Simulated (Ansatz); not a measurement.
Basis-set extrapolation for C3H5FO, SMILES `CC1(F)CO1` (PBE0-D4/def2-TZVP geometry, frozen core, the Gaussian-basis code of Ansatz). Multiplicity 1, RHF reference.

|  | def2-TZVPP | def2-QZVPP |
| --- | --- | --- |
| HF | -290.896701 | -290.909842 |
| MP2 correlation | -0.983440 | -1.058410 |
| CCSD(T) correlation | -1.046853 | not run |

Energies in hartree. Use E(X) = E(∞) + A·exp(−7.88·√X) for Hartree–Fock and E(X) = E(∞) + B·X^(−2.97) for correlation, with X = 3 and 4, and add CCSD(T) minus MP2 of the smaller set to the MP2 limit.

What is the CCSD(T) energy at the basis-set limit?

HF limit: -290.909842 + (-0.013141) × 0.13774 = -290.91165. MP2 limit: -1.058410 + (-0.074970) × 0.74074 = -1.11394. Higher-order term: -1.046853 − (-0.983440) = -0.06341. Total: -292.08900 hartree, 3.96 eV below CCSD(T)/def2-TZVPP.
